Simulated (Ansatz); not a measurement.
**B₂ (triplet): correlated methods under varied settings at distance B1–B2 = 1.562 Å**

Aim: run B₂ (triplet) at one geometry under a spread of methods and options, and see what each costs and gives.

Computed with Ansatz 0.2.0, Gaussian basis. Level: the settings change from run to run.

16 further runs of the same task are left out: 8 that didn't finish, 8 set aside as unsound or not needed.

### Step 1. The geometry

The geometry derives from a PBE0/def2-TZVP stationary point (not a proven minimum). One bond is set to the value named and the two fragments are kept rigid.

2 atoms, charge 0, spin multiplicity 3.

Atoms are counted from 1 here; the program's logs count them from 0.

Bond lengths: B1–B2 1.562 Å.

As a file:

| atom | x (Å) | y (Å) | z (Å) |
| --- | --- | --- | --- |
| B1 | 0.0000 | 0.0000 | 0.0000 |
| B2 | 0.0000 | 0.0000 | 1.5618 |

### Step 2. CASCI(8,6)/cc-pVDZ

in.yaml

```yaml
crystal:
  periodic: [false, false, false]
  atoms:
    - {symbol: B, position_ang: [0.000000, 0.000000, 0.000000]}
    - {symbol: B, position_ang: [0.000000, 0.000000, 1.561787]}
basis:
  gaussian: {orbitals: cc-pVDZ}
magnetization: {spin_polarized: false, initial_magnetization: 2}
correlation: {active_space: {window: {electrons: 8, orbitals: 6}, fixed_orbitals: true}}
```

Command:

```bash
> ansatz run in.yaml --threads 1 --pin off --events-out ev --progress --plain --max-ram 2393MiB
```

Log:

```text
Functional definition: HF
  name "HF"
  cite "Fock, Z. Phys. 61, 126 (1930) doi:10.1007/BF01340294"
  parent pbe
  exchange = exact_x
  correlation = 0
266 factors; integrals over basis functions are off by at most 1.4e-3 eV
mean field evaluation 1: about -1335.2503 eV, gradient 5.5e0 eV
mean field evaluation 2: about -1335.2532 eV, gradient 5.6e0 eV
mean field evaluation 4: about -1335.5638 eV, gradient 6.5e-1 eV
mean field evaluation 8: about -1335.5680 eV, gradient 1.6e-4 eV
mean field evaluation 16: about -1335.8168 eV, gradient 4.2e-2 eV
mean field evaluation 32: about -1335.5680 eV, gradient 2.0e-5 eV
mean field evaluation 64: about -1335.4243 eV, gradient 2.0e-3 eV
mean field evaluation 96: about -1335.9613 eV, gradient 6.3e-1 eV
mean field evaluation 128: about -1335.4245 eV, gradient 3.2e-3 eV
mean field evaluation 160: about -1335.5680 eV, gradient 2.0e-5 eV
mean field -1335.98299034 eV, -49.0964693333 hartree, gradient 1.4e-6 eV, S^2 2.000000; 16 other end points of the search recorded, 0 dependent functions left out
reference -1335.98299034 eV, -49.0964693333 hartree; 6, 4 occupied and 22, 24 virtual orbitals, 266 factors
state -1336.49556659 eV, -49.1153061631 hartree
Total energy: -1336.49556659 eV, -49.1153061631 hartree
```

Run time: 0.42 s. Hardware: 1 thread of Arm Neoverse V1, shared host.

From the report: 44 determinants; active occupations 2.00, 2.00, 1.61, 1.00, 1.00, 0.39.

### Step 3. CISDTQ/STO-3G

in.yaml

```yaml
crystal:
  periodic: [false, false, false]
  atoms:
    - {symbol: B, position_ang: [0.000000, 0.000000, 0.000000]}
    - {symbol: B, position_ang: [0.000000, 0.000000, 1.561787]}
basis:
  gaussian: {orbitals: STO-3G}
magnetization: {spin_polarized: false, initial_magnetization: 2}
correlation: {active_space: {ras: {orbitals: [2, 2, 4], electrons: 6, max_holes: 4, max_particles: 4}, fixed_orbitals: true}}
```

Launched as before.

Log:

```text
Functional definition: HF
  name "HF"
  cite "Fock, Z. Phys. 61, 126 (1930) doi:10.1007/BF01340294"
  parent pbe
  exchange = exact_x
  correlation = 0
126 factors; integrals over basis functions are off by at most 2.5e-4 eV
mean field evaluation 1: about -1315.5355 eV, gradient 3.5e0 eV
mean field evaluation 2: about -1315.5477 eV, gradient 3.4e0 eV
mean field evaluation 4: about -1315.6405 eV, gradient 2.6e-1 eV
mean field evaluation 8: about -1315.6410 eV, gradient 4.2e-7 eV
mean field evaluation 16: about -1316.2940 eV, gradient 2.0e0 eV
mean field evaluation 32: about -1315.6410 eV, gradient 4.2e-9 eV
mean field evaluation 64: about -1316.0507 eV, gradient 7.2e-8 eV
mean field evaluation 96: about -1316.1669 eV, gradient 3.3e0 eV
mean field evaluation 128: about -1315.5355 eV, gradient 3.5e0 eV
mean field -1316.43310927 eV, -48.3780244553 hartree, gradient 1.9e-6 eV, S^2 2.000000; 15 other end points of the search recorded, 0 dependent functions left out
reference -1316.43310927 eV, -48.3780244553 hartree; 6, 4 occupied and 4, 6 virtual orbitals, 126 factors
state -1320.22537220 eV, -48.5173875474 hartree
Total energy: -1320.22537220 eV, -48.5173875474 hartree
```

It took 0.3 s on 1 thread of Arm Neoverse V1, shared host.

From the report: 724 determinants.

### Step 4. MP2 on UHF/cc-pVDZ

in.yaml

```yaml
crystal:
  periodic: [false, false, false]
  atoms:
    - {symbol: B, position_ang: [0.000000, 0.000000, 0.000000]}
    - {symbol: B, position_ang: [0.000000, 0.000000, 1.561787]}
basis:
  gaussian: {orbitals: cc-pVDZ}
magnetization: {spin_polarized: true, initial_magnetization: 2}
correlation: {method: mp2, electrons: outside_noble_gas}
output: {forces: true}
```

Launched as before.

Log, cut to the lines that bear on the results:

```text
Functional definition: HF
  name "HF"
  cite "Fock, Z. Phys. 61, 126 (1930) doi:10.1007/BF01340294"
  parent pbe
[...]
266 factors; integrals over basis functions are off by at most 1.4e-3 eV
[...]
mean field -1337.28350153 eV, -49.1442622379 hartree, gradient 2.3e-6 eV, S^2 2.908016; 19 other end points of the search recorded, 0 dependent functions left out
2 core orbitals not correlated: weight in the atoms' cores, before any rotation towards them, 1.000 or more for the frozen orbitals, at most 0.000 for the correlated occupied ones
reference -1337.28350153 eV, -49.1442622379 hartree; 4, 2 occupied and 22, 24 virtual orbitals, 266 factors
second order -2.13824592 eV of doubles, -0.00000000 eV of singles
[...]
Total energy: -1339.42174745 eV, -49.2228413263 hartree
Atom 0 at     0.000000     0.000000     0.000000 Å, force     0.000000     0.000000    -0.488384 eV/Å
Atom 1 at     0.000000     0.000000     1.561787 Å, force    -0.000000    -0.000000     0.488384 eV/Å
Dipole moment:     0.000000    -0.000000    -0.031531 e Å
```

Wall time 0.67 s (1 thread of Arm Neoverse V1, shared host).

From the report: ⟨S²⟩ of the determinant 2.908 (pure triplet: 2.00). The determinant is far from a pure spin state, so its energy mixes those of several spin states (harmless only where they are near-degenerate, as at dissociation).

### Step 5. CASSCF(2,3)/6-31++G**

in.yaml

```yaml
crystal:
  periodic: [false, false, false]
  atoms:
    - {symbol: B, position_ang: [0.000000, 0.000000, 0.000000]}
    - {symbol: B, position_ang: [0.000000, 0.000000, 1.561787]}
basis:
  gaussian: {orbitals: "6-31++G**", point_charges: [{charge: 0.50, position_ang: [4.591, 0.705, 0.237]}]}
magnetization: {spin_polarized: false, initial_magnetization: 2}
correlation: {active_space: {window: {electrons: 2, orbitals: 3}, states: [{multiplicity: 3, weights: [1, 1]}], root: 1}}
accuracy: high
output: {forces: true}
```

Same command.

Log, cut to the lines that bear on the results:

```text
Functional definition: HF
  name "HF"
  cite "Fock, Z. Phys. 61, 126 (1930) doi:10.1007/BF01340294"
  parent pbe
[...]
644 factors; integrals over basis functions are off by at most 3.3e-9 eV
[...]
mean field -1335.92830129 eV, -49.0944595478 hartree, gradient 1.3e-8 eV, S^2 2.000000; 16 other end points of the search recorded, 0 dependent functions left out
reference -1335.92830129 eV, -49.0944595478 hartree; 6, 4 occupied and 32, 34 virtual orbitals, 644 factors
state -1335.91876906 eV, -49.0941092447 hartree
state -1335.88504348 eV, -49.0928698525 hartree
[...]
Total energy: -1335.88504348 eV, -49.0928698525 hartree
Atom 0 at     0.000000     0.000000     0.000000 Å, force     0.147638     0.022672    -3.683208 eV/Å
Atom 1 at     0.000000     0.000000     1.561787 Å, force    -0.150156    -0.023058     3.734159 eV/Å
Dipole moment:    -0.226725    -0.034816     0.558322 e Å
```

It took 1.6 s on 1 thread of Arm Neoverse V1, shared host.

From the report: 9 determinants; active occupations (of the averaged states) 1.00, 0.50, 0.50.

### Step 6. CCSDT(Q)/cc-pVDZ

in.yaml

```yaml
crystal:
  periodic: [false, false, false]
  atoms:
    - {symbol: B, position_ang: [0.000000, 0.000000, 0.000000]}
    - {symbol: B, position_ang: [0.000000, 0.000000, 1.561787]}
basis:
  gaussian: {orbitals: cc-pVDZ}
magnetization: {spin_polarized: true, initial_magnetization: 2}
hamiltonian: {xc: {name: PBE0}}
correlation: {method: ccsdt_q, electrons: outside_noble_gas, diis_vectors: 12}
```

Launched as before.

Log, cut to the lines that bear on the results:

```text
Functional definition: PBE0
  name "PBE0"
  cite "Adamo & Barone, J. Chem. Phys. 110, 6158 (1999) doi:10.1063/1.478522"
  cite "Perdew, Burke & Ernzerhof, Phys. Rev. Lett. 77, 3865 (1996) doi:10.1103/PhysRevLett.77.3865"
  parent pbe
[...]
488 factors; integrals over basis functions are off by at most 1.5e-7 eV
[...]
mean field -1342.81664345 eV, -49.3476014531 hartree, gradient 2.0e-6 eV, S^2 2.695411; 8 other end points of the search recorded, 0 dependent functions left out
2 core orbitals not correlated: weight in the atoms' cores, before any rotation towards them, 1.000 or more for the frozen orbitals, at most 0.000 for the correlated occupied ones
reference -1336.93650373 eV, -49.1315103039 hartree; 4, 2 occupied and 22, 24 virtual orbitals, 488 factors
second order -2.56533579 eV of doubles, -0.15069476 eV of singles
cycle   1  -3.04870607 eV  change   -3.3e-1 eV  update   7.8e-2
[...]
cycle  28  -3.76973330 eV  change   -1.5e-7 eV  update   3.4e-7
perturbative correction -0.03943257 eV, -0.0014491202 hartree
Total energy: -1340.74566960 eV, -49.2714945678 hartree
```

Wall time 5.5 s (1 thread of Arm Neoverse V1, shared host).

From the report: ⟨S²⟩ of the determinant 2.695 (pure triplet: 2.00); correlation -3.8092 eV; T1 0.103; largest double amplitude 0.39. The determinant is far from a pure spin state, so its energy mixes those of several spin states (harmless only where they are near-degenerate, as at dissociation). The orbitals are Kohn-Sham ones, so correlation energy and T1 don't compare with those on Hartree-Fock orbitals.

### Step 7. CASSCF(2,8)/cc-pVDZ

in.yaml

```yaml
crystal:
  periodic: [false, false, false]
  atoms:
    - {symbol: B, position_ang: [0.000000, 0.000000, 0.000000]}
    - {symbol: B, position_ang: [0.000000, 0.000000, 1.561787]}
basis:
  gaussian: {orbitals: cc-pVDZ}
magnetization: {spin_polarized: false, initial_magnetization: 2}
correlation: {active_space: {window: {electrons: 2, orbitals: 8}}}
```

Same command.

Log, cut to the lines that bear on the results:

```text
Functional definition: HF
  name "HF"
  cite "Fock, Z. Phys. 61, 126 (1930) doi:10.1007/BF01340294"
  parent pbe
[...]
266 factors; integrals over basis functions are off by at most 1.4e-3 eV
[...]
mean field -1335.98299034 eV, -49.0964693333 hartree, gradient 7.5e-6 eV, S^2 2.000000; 16 other end points of the search recorded, 0 dependent functions left out
reference -1335.98299034 eV, -49.0964693333 hartree; 6, 4 occupied and 22, 24 virtual orbitals, 266 factors
state -1336.16792314 eV, -49.1032654881 hartree
Total energy: -1336.16792314 eV, -49.1032654881 hartree
```

Wall time 3 s (1 thread of Arm Neoverse V1, shared host).

From the report: 64 determinants; active occupations 0.99, 0.99, 0.00, 0.00, 0.00, 0.00, 0.00, 0.00.

### Step 8. CISDT/cc-pVDZ

in.yaml, as its differences from that of step 7:

```diff
@@ -8,2 +8,2 @@
 magnetization: {spin_polarized: false, initial_magnetization: 2}
-correlation: {active_space: {window: {electrons: 2, orbitals: 8}}}
+correlation: {active_space: {ras: {orbitals: [2, 2, 22], electrons: 6, max_holes: 3, max_particles: 3}, fixed_orbitals: true}}
```

Same command.

Log, cut to the lines that bear on the results:

```text
Functional definition: HF
  name "HF"
  cite "Fock, Z. Phys. 61, 126 (1930) doi:10.1007/BF01340294"
  parent pbe
[...]
266 factors; integrals over basis functions are off by at most 1.4e-3 eV
[...]
mean field -1335.98299034 eV, -49.0964693333 hartree, gradient 1.4e-6 eV, S^2 2.000000; 16 other end points of the search recorded, 0 dependent functions left out
reference -1335.98299034 eV, -49.0964693333 hartree; 6, 4 occupied and 22, 24 virtual orbitals, 266 factors
state -1340.60415099 eV, -49.2662938546 hartree
Total energy: -1340.60415099 eV, -49.2662938546 hartree
```

Run time: 1.8 s. Hardware: 1 thread of Arm Neoverse V1, shared host.

From the report: 64,560 determinants.

### Step 9. CISDT/6-31G

in.yaml

```yaml
crystal:
  periodic: [false, false, false]
  atoms:
    - {symbol: B, position_ang: [0.000000, 0.000000, 0.000000]}
    - {symbol: B, position_ang: [0.000000, 0.000000, 1.561787]}
basis:
  gaussian: {orbitals: 6-31G, point_charges: [{charge: 1.00, position_ang: [2.783, 0.288, 0.439]}]}
magnetization: {spin_polarized: false, initial_magnetization: 2}
correlation: {active_space: {ras: {orbitals: [2, 2, 12], electrons: 6, max_holes: 3, max_particles: 3}, fixed_orbitals: true}}
output: {forces: true}
```

Launched as before.

Log, cut to the lines that bear on the results:

```text
Functional definition: HF
  name "HF"
  cite "Fock, Z. Phys. 61, 126 (1930) doi:10.1007/BF01340294"
  parent pbe
[...]
252 factors; integrals over basis functions are off by at most 1.6e-4 eV
[...]
mean field -1335.69786408 eV, -49.0859911366 hartree, gradient 2.0e-6 eV, S^2 2.000000; 23 other end points of the search recorded, 0 dependent functions left out
reference -1335.69786408 eV, -49.0859911366 hartree; 6, 4 occupied and 12, 14 virtual orbitals, 252 factors
state -1339.46578660 eV, -49.2244597352 hartree
[...]
Total energy: -1339.46578660 eV, -49.2244597352 hartree
Atom 0 at     0.000000     0.000000     0.000000 Å, force     0.315073     0.032606    -1.776969 eV/Å
Atom 1 at     0.000000     0.000000     1.561787 Å, force     0.039131     0.004049     1.810882 eV/Å
Dipole moment:    -0.289016    -0.029909     0.082900 e Å
```

It took 0.91 s on 1 thread of Arm Neoverse V1, shared host.

From the report: 44,352 determinants.

### Step 10. CCSD on UHF/6-31++G**

in.yaml

```yaml
crystal:
  periodic: [false, false, false]
  atoms:
    - {symbol: B, position_ang: [0.000000, 0.000000, 0.000000]}
    - {symbol: B, position_ang: [0.000000, 0.000000, 1.561787]}
basis:
  gaussian: {orbitals: "6-31++G**"}
magnetization: {spin_polarized: true, initial_magnetization: 2}
correlation: {method: ccsd, electrons: outside_noble_gas, diis_vectors: 1}
```

Same command.

Log, cut to the lines that bear on the results:

```text
Functional definition: HF
  name "HF"
  cite "Fock, Z. Phys. 61, 126 (1930) doi:10.1007/BF01340294"
  parent pbe
[...]
328 factors; integrals over basis functions are off by at most 1.7e-3 eV
[...]
mean field -1337.15433364 eV, -49.1395154053 hartree, gradient 2.4e-6 eV, S^2 2.909190; 24 other end points of the search recorded, 0 dependent functions left out
determinant -1337.15433364 eV, -49.1395154053 hartree, with singles and doubles -1340.19212366 eV, -49.2511521296 hartree
determinant -1336.27935318 eV, -49.1073604668 hartree, with singles and doubles -1339.45519210 eV, -49.2240703945 hartree
determinant -1335.96811908 eV, -49.0959228243 hartree, with singles and doubles -1339.61971109 eV, -49.2301163558 hartree
determinant -1335.86486575 eV, -49.0921283346 hartree, with singles and doubles -1339.70667301 eV, -49.2333121471 hartree
[...]
determinant -1337.15433364 eV, -49.1395154053 hartree, with singles and doubles -1340.24854382 eV, -49.2532255324 hartree
determinant -1335.86486575 eV, -49.0921283346 hartree, with singles and doubles -1339.67816203 eV, -49.2322643881 hartree
determinant -1335.49320104 eV, -49.0784699085 hartree, with singles and doubles -1340.22536389 eV, -49.2523736856 hartree
determinant -1335.49320104 eV, -49.0784699085 hartree, with singles and doubles -1340.19329898 eV, -49.2511953219 hartree
2 core orbitals not correlated: weight in the atoms' cores, before any rotation towards them, 1.000 or more for the frozen orbitals, at most 0.000 for the correlated occupied ones
reference -1337.15433364 eV, -49.1395154053 hartree; 4, 2 occupied and 32, 34 virtual orbitals, 328 factors
second order -2.20475951 eV of doubles, -0.00000000 eV of singles
cycle   1  -3.09420951 eV  change    6.8e-7 eV  update   2.3e-6
WARN: the results are in doubt because among natural orbitals full CI differs from the method by -0.199 eV
Total energy: -1340.24854315 eV, -49.2532255076 hartree
In doubt: among natural orbitals full CI differs from the method by -0.199 eV
```

It took 4.3 s on 1 thread of Arm Neoverse V1, shared host.

From the report: ⟨S²⟩ of the determinant 2.909 (pure triplet: 2.00); correlation -3.0942 eV; T1 0.070; largest double amplitude 0.09. The determinant is far from a pure spin state, so its energy mixes those of several spin states (harmless only where they are near-degenerate, as at dissociation). Mind the lines of doubt at the end of the log.

### Step 11. The runs in one table

Where basis and cores are those of an earlier FCI/cc-pVDZ run (-1340.7755 eV), and the state is the same kind, the miss against it is given. † marks a result that the program doubts.

| level | correlated | functions | energy (eV) | from FCI (meV) | time |
| --- | --- | --- | --- | --- | --- |
| CASCI(8,6)/cc-pVDZ |  | 28 | -1336.4956 | 4279.9 | 0.42 s |
| CISDTQ/STO-3G | outside noble gas | 10 | -1320.2254 |  | 0.3 s |
| MP2 on UHF/cc-pVDZ | outside noble gas | 28 | -1339.4217 | 1353.7 | 0.67 s |
| CASSCF(2,3)/6-31++G** (excited root 1 of an average, beside a point charge) |  | 38 | -1335.8850 |  | 1.6 s |
| CCSDT(Q)/cc-pVDZ (on PBE0 orbitals) | outside noble gas | 28 | -1340.7457 | 29.8 | 5.5 s |
| CASSCF(2,8)/cc-pVDZ |  | 28 | -1336.1679 | 4607.6 | 3 s |
| CISDT/cc-pVDZ | outside noble gas | 28 | -1340.6042 | 171.3 | 1.8 s |
| CISDT/6-31G (beside a point charge) | outside noble gas | 18 | -1339.4658 |  | 0.91 s |
| CCSD on UHF/6-31++G** † | outside noble gas | 38 | -1340.2485 |  | 4.3 s |

### Step 12. Summary of results

| quantity | value |
| --- | --- |
| runs | 9 |
| quickest | CISDTQ/STO-3G, 0.3 s |
| slowest | CCSDT(Q)/cc-pVDZ (on PBE0 orbitals), 5.5 s |

Total energies in different bases, with other cores or another treatment of relativity can't be set against each other. CCSDT(Q)/cc-pVDZ (on PBE0 orbitals) took 18 times as long as CISDTQ/STO-3G; the jobs differ in more than the method. Among the correlated runs with a miss given, it spans +30 to +1354 meV. Hartree-Fock, CASSCF and CASCI lack dynamic correlation by design. Cores frozen from Kohn-Sham orbitals shift the total energy.
